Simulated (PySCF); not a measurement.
# CO⁺, doublet: reading a ladder of total energies

Geometry: that of the CO, triplet, kept fixed.

```xyz
2

O     0.0000    0.0000    0.0000
C     0.0000    0.0000    1.1955
```

Basis 6-31G; PySCF 2.14.0. Only valence electrons are correlated (noble-gas cores frozen), which leaves 9 electrons in 16 orbitals. R marks a restricted (for open shells ROHF) determinant.

Full CI is exact within this basis and frozen core; it isn't the basis-set limit.

RCCSD has a T1 diagnostic of 0.045 and a largest doubles amplitude of 0.12.

```tsv
level	total energy (hartree)
RHF	-112.154786
RMP2	-112.399582
RCCSD	-112.389685
RCCSD(T)	-112.401635
RCCSDT	-112.402770
full CI	-112.404015
```

Problem. What is the correlation energy at full CI, and what share of it do RMP2 and RCCSDT recover?

Solution. E(corr) = -112.404015 − (-112.154786) = -0.249229 hartree = -6.782 eV. RMP2: -0.244796 / -0.249229 = 98.22 %. RCCSDT: -0.247984 / -0.249229 = 99.50 %.

Problem. By how many kcal/mol does RCCSD(T) miss full CI (1 hartree = 627.509 kcal/mol), and which steps make up the rest?

Solution. -112.401635 − (-112.404015) = 0.002380 hartree = 1.49 kcal/mol. Steps: RCCSDT − RCCSD(T) = -0.71, full CI − RCCSDT = -0.78 kcal/mol. Differences between like states or geometries often cancel part of this.
